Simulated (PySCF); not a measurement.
## Ionisation and electron attachment of 3,3,3-trifluoropropene

Parent: `C=CC(F)(F)F` (C3H3F3). Numbering: `[CH2:1]=[CH:2][C:3]([F:4])([F:5])[F:6]`

These are calculated values, ωB97X-D3(BJ)/ma-def2-TZVP in PySCF (grid level 2) at geometries from PBE0-D3(BJ)/ma-def2-SVP. The prefix ma- adds one diffuse s and one diffuse p function on all atoms but H. Thermal corrections: PBE0-D3(BJ)/ma-def2-SVP frequencies, unscaled, ideal gas at 298.15 K and 1 bar, quasi-RRHO entropy.

Frontier levels of the parent: HOMO -11.24 eV, LUMO 1.14 eV.

Oxidation to the radical cation:
* Vertical ionisation energy (electronic): 11.31 eV
* Adiabatic ionisation energy (with zero-point energy): 10.95 eV
* Adiabatic, electronic part: 11.02 eV
* Vertical gap at the product's structure: 10.36 eV
* Inner reorganisation energy (four-point): 943 meV
* Relaxation of product / of parent: 287 / 656 meV
* ⟨S²⟩ of the product: 0.754
* Largest spin populations: C1 0.49, C2 0.47
* Largest changes of atomic charge: C2 0.27, C1 0.26, H (on C1) 0.09, H (on C1) 0.09
* Distances that move most (Å): C1–C2 1.330 → 1.395; C2–C3 1.496 → 1.535; C3–F5 1.342 → 1.312; C3–F6 1.342 → 1.320
* Potential in acetonitrile: 8.10 V absolute, 3.55 V against Fc+/Fc computed at 4.54 V (solvation -12 → -284 kJ/mol)

Vertical electron affinity to the radical anion: -1.00 eV. The extra electron is not bound at this structure, the number hangs on the basis, and the ion was not relaxed.

Solvents are IEF-PCM continua (electrostatics only, gas-phase structures); absolute potentials refer to an electron at rest in vacuum. Fc+/Fc in acetonitrile, 4.54 V, is ωB97X-D3(BJ)/ma-def2-TZVP on PBE0-D3(BJ)/def2-SVP structures with GFN2-xTB thermal terms. Benchmark calculations put it near 5.0 V in acetonitrile and DMSO, so it is about 0.5 V low, and the value against it can read up to that much too high.

Measured values (NIST Chemistry WebBook, evaluated or the median of agreeing entries): adiabatic ionisation energy 10.90 eV (computed 10.95, difference 0.05).

Differences come from unrounded values, so a last digit can differ from that of the printed terms.
